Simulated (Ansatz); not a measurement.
Compare A (`C#CNC`) with its isomer B (`CC=C=N`).

Computed with Ansatz on PBE0-D4/def2-TZVP structures; ΔE is electronic, products minus reactants. CCSD(T)/CBS is the MP2 limit (def2-TZVPP, def2-QZVPP) plus CCSD(T) − MP2 in def2-TZVPP, frozen cores. DFT in def2-TZVPP. B3LYP here is the variant with VWN-RPA as its local correlation; programs differ in this. One conformer a species, not always the lowest.

A:

```xyz
9

C     0.258   -2.114    0.562
C     0.452   -0.986    0.190
N     0.660    0.285   -0.170
C    -0.470    1.198   -0.144
H     0.102   -3.111    0.895
H     1.268    0.394   -0.967
H    -0.113    2.207   -0.351
H    -0.909    1.189    0.854
H    -1.250    0.937   -0.869
```

B:

```xyz
9

C     0.224    0.401    1.216
C    -0.203   -0.564    0.152
C    -0.314   -0.253   -1.112
N    -0.534    0.073   -2.269
H     1.142    0.067    1.709
H     0.407    1.392    0.800
H    -0.546    0.497    1.987
H    -0.431   -1.590    0.424
H     0.255   -0.024   -2.907
```

(1) Which is lower in electronic energy at CCSD(T)/CBS, and by how much? (Estimate.)

(2) Give E(B) − E(A) in kcal/mol with CCSD/def2-TZVPP, B3LYP, CCSD(T)/def2-TZVPP, MP2/def2-TZVPP, PBE0-D4, r2SCAN-D4, BLYP-D4. (Estimate.)

(3) Does the order hold for the free energy at 298.15 K (harmonic terms from PBE0-D4)? (Estimate.)

Largest T1 diagnostic: 0.013.

Answers

(1) Computed: B, by 20.9 kcal/mol.

(2) Computed: CCSD/def2-TZVPP -21.2, B3LYP -23.4, CCSD(T)/def2-TZVPP -21.8, MP2/def2-TZVPP -20.0, PBE0-D4 -23.8, r2SCAN-D4 -25.5, BLYP-D4 -24.7. None reverses the order clearly.

(3) The calculation gave: Yes: G(B) − G(A) = -20.9 kcal/mol, for one conformer each.

From PBE to PBE0 (25 % exact exchange), in def2-TZVPP and without D4, E(B) − E(A) moves by +1.6 kcal/mol. At CCSD(T), def2-SVP lies −1.1 kcal/mol from the extrapolated value and def2-TZVPP −1.0 kcal/mol.
